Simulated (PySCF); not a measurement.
# C3H2O: the cost of one run

Program: PySCF 2.14.0. Level of theory: levels as typed in each script, gas phase, geometry from GFN2-xTB. These are calculated values, not measurements.

### 1 Where the work starts

6 atoms, charge 0, spin multiplicity 1.

Bond lengths: O1–C2 1.189 Å, C2–C3 1.431 Å, C2–C4 1.431 Å, C3–C4 1.349 Å, C3–H5 1.067 Å, C4–H6 1.067 Å. Angles: O1–C2–C3 151.9°, O1–C2–C4 151.9°, C3–C2–C4 56.2°, C2–C3–C4 61.9°, C2–C3–H5 153.3°, C4–C3–H5 144.8°, C2–C4–C3 61.9°, C2–C4–H6 153.3°, C3–C4–H6 144.8°.

Coordinates:

```xyz
6
charge 0, multiplicity 1
O    -1.52473   -0.00002    0.00000
C    -0.33526    0.00007    0.00000
C     0.92703   -0.67459    0.00000
C     0.92706    0.67455    0.00000
H     1.54245   -1.54682    0.00000
H     1.54251    1.54675    0.00000
```

### 2 Localised orbitals (B3LYP/6-31+g*)

input.py reads:

```python
import numpy as np
from pyscf import gto, scf, dft, lo
from pyscf.data.elements import chemcore

def solve(mol, dm0=None, hcore=None):
    mf = (dft.UKS if mol.spin else dft.RKS)(mol, xc='b3lyp')
    mf.grids.level = 3
    mf = mf.density_fit(auxbasis='def2-universal-jkfit')
    mf.conv_tol, mf.max_cycle = 1e-8, 80
    if hcore is not None:
        mf.get_hcore = lambda *args: hcore
    mf.kernel(dm0)
    if not mf.converged:
        mf = mf.newton().run(mf.mo_coeff, mf.mo_occ, max_cycle=30)
    assert mf.converged, 'SCF not converged'
    return mf

mol = gto.M(atom='''
O     -1.52473    -0.00002     0.00000
C     -0.33526     0.00007     0.00000
C      0.92703    -0.67459     0.00000
C      0.92706     0.67455     0.00000
H      1.54245    -1.54682     0.00000
H      1.54251     1.54675     0.00000
''', basis='6-31+g*', charge=0, spin=0, verbose=4)
mf = solve(mol)
occ_all = mf.mo_coeff[:, mf.mo_occ > 0]
occ = occ_all[:, chemcore(mol):]
loc = lo.ibo.ibo(mol, occ, iaos=lo.iao.iao(mol, occ_all))
fock, s = mf.get_fock(), mf.get_ovlp()
ortho = lo.orth_ao(mol, 'meta_lowdin')
ortho = lo.vec_lowdin(lo.iao.iao(mol, occ_all), s)
labels = lo.iao.reference_mol(mol).ao_labels(fmt=None)
vir = lo.vvo.livvo(mol, occ_all, mf.mo_coeff[:, mf.mo_occ == 0])
both = np.hstack([loc, vir])
p = (ortho.T @ s @ both) ** 2
pop = np.array([p[[l[0] == a for l in labels]].sum(0) for a in range(mol.natm)])
spd = np.array([[p[[l[0] == a and l[2][-1] == k for l in labels]].sum(0) for k in 'spd'] for a in range(mol.natm)])
eps = np.einsum('pi,pq,qi->i', both, fock, both)
for i in np.argsort(eps):
    top = np.argsort(-pop[:, i])[:3]
    print('%3d %s %9.4f Eh ' % (i + 1, 'occ' if i < loc.shape[1] else 'vir', eps[i]), '  '.join('%s%d %.3f' % (mol.atom_symbol(a), a + 1, pop[a, i]) for a in top))
np.savez('result.npz', c=both, nocc=loc.shape[1], pop=pop, spd=spd, eps=eps, e=mf.e_tot)
```

Launch:

```sh
$ OMP_NUM_THREADS=1 python input.py
```

What time and memory should one allow on 1 thread of Intel Xeon 6975P-C (Granite Rapids), shared host?

About 3.8 s, with a peak of 0.34 GiB.
